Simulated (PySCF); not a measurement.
Phosphorus: a sound run and one with changed settings

Sound run: P [Ne] 3s2 3p3, P⁺ [Ne] 3s2 3p2. Calculation: PySCF 2.14, in aug-cc-pV(D+d)Z (5s4p3d, 32 functions); no relativity, point nucleus. In the sound run the correlated levels freeze [Ne]. The sound run starts from symmetry-adapted Hartree-Fock orbitals and uses a fine grid where one is needed.

A second run was set up differently.

| species | method | sound run (hartree) | changed run (hartree) | converged |
| --- | --- | --- | --- | --- |
| P | UHF | -340.70996 | -336.86877 | yes |
| P | PBE0 | -341.13375 | -337.24013 | yes |
| P | PBE | -341.10049 | -337.17906 | yes |
| P | MP2 | -340.77806 | -336.86877 | yes |
| P⁺ | UHF | -340.34482 | -336.62453 | yes |
| P⁺ | PBE0 | -340.74613 | -336.96994 | yes |
| P⁺ | PBE | -340.71443 | -336.91194 | yes |
| P⁺ | MP2 | -340.39605 | -336.63238 | yes |
| P⁺ | CCSD(T) | -340.41899 | -336.63868 | yes |

Ionisation energy of P:

```csv
method,sound run (eV),changed run (eV)
UHF,9.936,6.646
PBE0,10.548,7.352
PBE,10.505,7.269
MP2,10.395,6.433
SCS-MP2,10.236,6.390
```

Task: What was changed?
A. a valence shell is frozen
B. angular grid far too coarse
C. too few SCF iterations
D. minimal basis

Result: D. It used basis STO-3G. A minimal basis cannot let orbitals breathe on ionisation and holds almost no correlation.
